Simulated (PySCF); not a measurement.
# Protonation sites of hydrazine

Parent: hydrazine, `NN` (H4N2). Coordinates in Å; atoms count from 1 in this order:
```
N     0.5414   -0.4277    0.2472
N    -0.5395    0.4630    0.1778
H     0.2037   -1.3343    0.5607
H     1.0110   -0.5683   -0.6485
H    -0.2022    1.4071    0.3488
H    -1.0083    0.4643   -0.7293
```

These are calculated values, M06-2X/def2-TZVP in PySCF (grid level 3) at geometries from PBE0-D3(BJ)/def2-SVP. Zero-point and thermal terms (298.15 K, 1 bar) come from unscaled PBE0-D3(BJ)/def2-SVP harmonic frequencies, with soft modes damped to free rotors in the entropy.

```tsv
site	product	PA / eV	GB / eV
N1 (amine nitrogen)	N[NH3+]	8.89	8.58
```

PA is −ΔH and GB is −ΔG of B + H⁺ → BH⁺ in the gas phase. Sites whose products fell apart, merged with another or lost in a GFN2-xTB screen aren't listed.

In DMF the product from N1 is solvated 3.10 eV more strongly than the parent (electrostatics only).

Measured values (NIST Chemistry WebBook, evaluated or the median of agreeing entries): proton affinity (−ΔH) 853 kJ/mol (computed 858, difference 4); gas-phase basicity (−ΔG) 822 kJ/mol (computed 828, difference 6).

Differences come from unrounded values, so a last digit can differ from that of the printed terms.
